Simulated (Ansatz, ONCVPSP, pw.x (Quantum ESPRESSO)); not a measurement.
## pw.x on bcc W: one setting changed

Potential: optimised norm-conserving Vanderbilt (ONCV), ONCVPSP 4.0.1.1 (patched build), PBE; core [Kr] 4d10 4f14, reference 5s2 5p6 5d4.5 6s1.5; waves: 5s+6s: rc 1.65 bohr, ncon 4, nbas 6, qcut 6.4 1/bohr, 3 projectors, debl 1.9 Ha; 5p: rc 1.90 bohr, ncon 4, nbas 8, qcut 7.2 1/bohr, 2 projectors, debl 1.8 Ha; 5d: rc 2.40 bohr, ncon 4, nbas 9, qcut 7 1/bohr, 2 projectors, debl 2.8 Ha; local part: polynomial inside 1.30 bohr (lpopt 5, dvloc0 0 Ha); core correction: none.

The reference run (k-mesh 14³, cutoffs 60/240 Ry, Fermi–Dirac 0.01 Ry, mixing_beta 0.4, conv_thr 1e-9, no spin) gives -3.24 GPa at 16.130 Å³/atom, where all-electron LAPW gives 0.30 GPa. This run, with its own iteration cap, changes mixing_mode to local-TF.

```
&control
  calculation='scf', prefix='x', pseudo_dir='./', outdir='./tmp', tstress=.true., disk_io='none'
/
&system
  ibrav=0, nat=1, ntyp=1, ecutwfc=60, ecutrho=240, nbnd=15,
  occupations='smearing', smearing='fd', degauss=0.01
/
&electrons
  conv_thr=1e-09, mixing_beta=0.4, electron_maxstep=60, mixing_mode='local-TF'
/
ATOMIC_SPECIES
W 1.0 W.UPF
CELL_PARAMETERS angstrom
  -1.59168867 1.59168867 1.59168867
  1.59168867 -1.59168867 1.59168867
  1.59168867 1.59168867 -1.59168867
ATOMIC_POSITIONS crystal
W 0.0000 0.0000 0.0000
K_POINTS automatic
14 14 14 0 0 0
```

```bash
pw.x < W.scf.in > W.scf.out
```

Problem. How does the run end?

Solution. It converges in 9 iterations; the free energy moves by +0.0 meV/atom and the pressure by +0.01 GPa. The result is that of the reference run.

```
Message from routine setup:
     using ibrav=0 with symmetry is DISCOURAGED, use correct ibrav instead
     lattice parameter (alat)  =       5.2098  a.u.
     unit-cell volume          =     108.8506 (a.u.)^3
     number of electrons       =        14.00
     number of Kohn-Sham states=           15
     kinetic-energy cutoff     =      60.0000  Ry
     charge density cutoff     =     240.0000  Ry
     scf convergence threshold =      1.0E-09
     Exchange-correlation= PBE
     number of k points=   104  Fermi-Dirac smearing, width (Ry)=  0.0100
     iteration #  1     ecut=    60.00 Ry     beta= 0.40
     total energy              =    -137.27627134 Ry
     estimated scf accuracy    <       0.07328330 Ry
     iteration #  2     ecut=    60.00 Ry     beta= 0.40
     total energy              =    -137.25929766 Ry
     estimated scf accuracy    <       0.03490053 Ry
     iteration #  3     ecut=    60.00 Ry     beta= 0.40
     total energy              =    -137.26477403 Ry
     estimated scf accuracy    <       0.00005132 Ry
     [... 3 iterations left out ...]
     iteration #  7     ecut=    60.00 Ry     beta= 0.40
     total energy              =    -137.26480879 Ry
     estimated scf accuracy    <          1.5E-09 Ry
     iteration #  8     ecut=    60.00 Ry     beta= 0.40
     total energy              =    -137.26480879 Ry
     estimated scf accuracy    <          1.1E-09 Ry
     iteration #  9     ecut=    60.00 Ry     beta= 0.40
     the Fermi energy is    21.9844 ev
!    total energy              =    -137.26480879 Ry
     estimated scf accuracy    <          2.4E-11 Ry
     smearing contrib. (-TS)   =      -0.00245212 Ry
     The total energy is F=E-TS. E is the sum of the following terms:
     one-electron contribution =     -20.08694149 Ry
     hartree contribution      =      16.70224575 Ry
     xc contribution           =     -15.30651983 Ry
     ewald contribution        =    -118.57114110 Ry
     convergence has been achieved in   9 iterations
          total   stress  (Ry/bohr**3)                   (kbar)     P=      -32.34
     Message from routine punch:
     Nothing written, as per user request (disk_io='none')
```

The run took about 6 s on one core of a shared host (AMD EPYC 9R45 96-Core Processor, 96 threads, 376 GiB, load 17).
